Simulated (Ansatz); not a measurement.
## doublet CHS: levels of theory in one basis

| atom | x (Å) | y (Å) | z (Å) |
| --- | --- | --- | --- |
| H | -0.0404 | 0.0876 | -1.1784 |
| C | 0.0393 | -0.3370 | -0.1629 |
| S | 0.0297 | 0.3093 | 1.2700 |

Basis set: def2-SVP (spherical functions). Frozen core: 6 orbitals. Correlation on ROHF uses semicanonical orbitals with singles. Charge 0, multiplicity 2.

Computed with Ansatz (development build ahead of 0.2.0); each method stands on the lowest determinant of its kind that the runs found.

```json
{"method": "ROHF", "E − E(ROHF) (eV)": "0.00", "<S²> of the determinant": "–"}
{"method": "UHF", "E − E(ROHF) (eV)": "-0.25", "<S²> of the determinant": "1.03"}
{"method": "UHF-MP2", "E − E(ROHF) (eV)": "-6.33", "<S²> of the determinant": "1.03"}
{"method": "ROHF-CCSD(T)", "E − E(ROHF) (eV)": "-7.69", "<S²> of the determinant": "–"}
{"method": "UHF-CCSD(T)", "E − E(ROHF) (eV)": "-7.66", "<S²> of the determinant": "1.03"}
```

Question: What does ROHF-MP2 give on the same scale?

Answer: -6.79 eV.

Caution for UHF, UHF-MP2, UHF-CCSD(T): the unrestricted determinant is spin contaminated.
